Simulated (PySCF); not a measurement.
Functional benchmark on one molecule

Molecule: trans-CHF=CHCOOH (SMILES O=C(O)/C=C/F).

Mapped SMILES: `[O:1]=[C:2]([OH:3])/[CH:4]=[CH:5]/[F:6]`; H(Xn) means a hydrogen on atom n.

Geometry PBE0-D3(BJ)/def2-SVP throughout; GIAO in PySCF 2.14, gas phase, one conformer, non-relativistic; equivalent atoms averaged; basis pcSseg-2.

Reference values (measured; G. Saielli, R. Bini, A. Bagno, Computational 19F NMR. 2. Organic compounds, RSC Adv. 2014, ESI (exp. from Berger-Braun-Kalinowski 1994 and Everett 1995)): δ(F6) = -106.0 ppm vs CFCl3. Computed shifts are taken against CFCl3, calculated as an isolated molecule at each level.

Problem. How do the functionals HF, LDA, PBE, BLYP, BP86, OPBE, KT2, KT3, B97-D, B3LYP, PBE0, mPW1PW91, WP04, B97-2, BHandHLYP, CAM-B3LYP, wB97X-D, LC-wPBE perform against the reference? Times are CPU seconds on shared hosts with different chips, so compare them loosely.

Solution. 
```
functional                    kind      F6  abs. error F  core-s
        HF            Hartree–Fock   -82.6          23.4      13
       LDA                     LDA  -108.1           2.1      30
       PBE                     GGA  -105.0           1.0      35
      BLYP                     GGA  -107.1           1.1      35
      BP86                     GGA  -105.9           0.1      36
      OPBE                     GGA   -96.9           9.1      37
       KT2                     GGA  -120.8          14.8      61
       KT3                     GGA  -111.9           5.9      58
     B97-D                     GGA  -103.5           2.5      58
     B3LYP           global hybrid  -101.0           5.0      45
      PBE0           global hybrid   -97.2           8.8      44
  mPW1PW91           global hybrid   -96.4           9.6      45
      WP04           global hybrid   -97.6           8.4      27
     B97-2           global hybrid   -96.7           9.3      23
 BHandHLYP           global hybrid   -94.4          11.6      27
 CAM-B3LYP  range-separated hybrid   -97.0           9.0      36
   wB97X-D  range-separated hybrid   -94.1          11.9      35
   LC-wPBE  range-separated hybrid   -84.9          21.1      45
```

For ¹⁹F the closest is BP86 (0.1 ppm) and the furthest HF (23.4 ppm). One molecule is a small sample, and vibrational and solvent effects are absent from the calculation.
